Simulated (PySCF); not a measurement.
Molfile (atoms numbered from 1):
```
C2HF2N
     RDKit          3D

  6  5  0  0  0  0  0  0  0  0999 V2000
    2.1529   -0.0188   -0.0180 N   0  0  0  0  0  0  0  0  0  0  0  0
    1.0137    0.0058   -0.0113 C   0  0  0  0  0  0  0  0  0  0  0  0
   -0.4516    0.0542   -0.0015 C   0  0  0  0  0  0  0  0  0  0  0  0
   -0.9589   -0.5884   -1.0754 F   0  0  0  0  0  0  0  0  0  0  0  0
   -0.9433   -0.5510    1.1010 F   0  0  0  0  0  0  0  0  0  0  0  0
   -0.8098    1.1001   -0.0164 H   0  0  0  0  0  0  0  0  0  0  0  0
  1  2  3  0
  2  3  1  0
  3  4  1  0
  3  5  1  0
  3  6  1  0
M  END
```

Single conformer, averaged over atoms made equivalent by symmetry, fast rotation or ring inversion, no solvent, relativity neglected. Spin–spin couplings from B3LYP/pcJ-1; geometry from GFN2-xTB; NMR shieldings at PBE0/pcSseg-1/GIAO; PySCF.

Task: Predict the 2D correlation tables (HSQC, COSY, HMBC).

Result: 

HSQC (one-bond C–H):
| δH | δC | ¹J(C,H) (Hz) |
| --- | --- | --- |
| 6.42 (H6) | 106.1 (C3) | 197 |

HMBC (two and three bonds, |J| ≥ 2.5 Hz):
| δH | δC [abs. J in Hz] |
| --- | --- |
| 6.42 (H6) | 116.2 (C2) [5.1] |

No COSY cross peaks are expected.

Scale: ¹H, ¹³C vs TMS (reference shieldings calculated alike).

Common functionals overestimate the size of one-bond C–F couplings by tens of Hz; these are unscaled. Shifts are as computed. Against solution values, carbons near 30 ppm lie about +3 ppm off and those near 130 ppm about +5 ppm. Of 1211 compounds with measured shifts, 218 miss one by over three times the rms of a fit or turn the order of signals round; such compounds aren't used in these exercises.
